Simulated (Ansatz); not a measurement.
This geometry of CH8AlN (11 atoms, charge 0, multiplicity 1) is a first-order saddle point.

Level of theory: RKS PBE-D4/6-31G* (Ansatz 0.2.0).

```xyz
11
Properties=species:S:1:pos:R:3
Al -0.019 -0.411 0.142
C -0.116 -0.001 2.289
H -1.038 -0.038 2.895
H 0.761 -0.103 2.949
H -0.073 1.047 1.911
H 1.458 -0.014 -0.341
H -1.364 0.167 -0.515
N -0.177 -2.251 0.733
H -1.047 -2.777 0.613
H 0.621 -2.891 0.713
H -0.175 -1.317 1.733
```

Q: Which two structures does it join? (They come from a converged band through this point; their orientation in space is the band's.)

A: Bonds broken: Al1–C2, N8–H11. Bonds formed: C2–H11. CH8AlN becomes AlH4N + CH4.

Initial state:

```xyz
11
Properties=species:S:1:pos:R:3
Al -0.074 -0.238 0.433
C 0.067 0.439 2.300
H -0.834 0.225 2.907
H 0.939 0.029 2.845
H 0.189 1.538 2.310
H 1.277 -0.289 -0.466
H -1.465 0.011 -0.366
N -0.288 -2.299 0.751
H -0.418 -2.791 -0.141
H 0.539 -2.702 1.208
H -1.102 -2.511 1.342
```

Final state:

```xyz
11
Properties=species:S:1:pos:R:3
Al 0.060 -0.793 -0.243
C -0.179 0.230 2.787
H -0.881 0.456 3.605
H 0.854 0.420 3.113
H -0.419 0.885 1.932
H 1.550 -0.218 -0.153
H -1.237 0.062 -0.632
N -0.163 -2.552 0.017
H -1.055 -3.040 -0.051
H 0.587 -3.206 0.236
H -0.287 -0.832 2.510
```

Q: How far does it lie above each of them?

A: 1.27 eV above the first and 1.13 eV above the second. This is the barrier of this one path; another mechanism may lie lower. The orbitals stay closed-shell, which can raise the energy where a bond breaks towards radicals; this wasn't checked here.

Time of the run: 2.5 min on 1 thread of Arm Neoverse V2, with other jobs on the host, peak memory 0.1 GiB.
